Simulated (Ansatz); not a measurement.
Input file:

```yaml
crystal:
  periodic: [false, false, false]
  atoms:
    - {symbol: Al, position_ang: [0.000000, 0.000000, 0.000000]}
    - {symbol: O, position_ang: [0.000000, 0.000000, 1.620001]}
basis:
  gaussian: {orbitals: cc-pVDZ}
magnetization: {spin_polarized: true, initial_magnetization: 1}
correlation: {method: ccsdt_q, electrons: outside_noble_gas}
```

```sh
$ ansatz run in.yaml --threads 1 --pin off --events-out ev --progress --plain --max-ram 3072MiB --backend cpu
```

Output:

```
542 factors; integrals over basis functions are off by at most 1.1e-7 eV
mean field evaluation 1: about -8612.2796 eV, gradient 3.5e1 eV
mean field evaluation 2: about -8612.3076 eV, gradient 3.5e1 eV
mean field evaluation 4: about -8618.3689 eV, gradient 2.9e0 eV
mean field evaluation 8: about -8618.6039 eV, gradient 8.3e-1 eV
mean field evaluation 16: about -8618.7996 eV, gradient 1.3e-4 eV
mean field evaluation 32: about -8619.0580 eV, gradient 1.4e-2 eV
mean field evaluation 64: about -8617.9959 eV, gradient 4.2e0 eV
mean field evaluation 96: about -8618.7993 eV, gradient 5.4e-2 eV
mean field evaluation 128: about -8619.0107 eV, gradient 1.5e-6 eV
mean field evaluation 160: about -8615.8150 eV, gradient 2.4e0 eV
...
cycle  16  -6.81063859 eV  change   -1.5e-4 eV  update   5.7e-5
cycle  17  -6.81062524 eV  change    1.3e-5 eV  update   3.3e-5
cycle  18  -6.81058470 eV  change    4.1e-5 eV  update   2.0e-5
cycle  19  -6.81054735 eV  change    3.7e-5 eV  update   1.0e-5
cycle  20  -6.81054117 eV  change    6.2e-6 eV  update   5.6e-6
cycle  21  -6.81054185 eV  change   -6.9e-7 eV  update   3.3e-6
cycle  22  -6.81054421 eV  change   -2.4e-6 eV  update   2.0e-6
cycle  23  -6.81054741 eV  change   -3.2e-6 eV  update   1.4e-6
cycle  24  -6.81054810 eV  change   -6.8e-7 eV  update   6.3e-7
cycle  25  -6.81054825 eV  change   -1.5e-7 eV  update   3.4e-7
perturbative correction -0.06798912 eV, -0.0024985542 hartree
Total energy: -8625.67816851 eV, -316.9878259980 hartree
```

For the same geometry and basis full CI lies 30.6 meV higher.

Ran on 1 thread of AMD EPYC 7R13, shared host: 12 s wall, 0.17 GiB peak host memory.
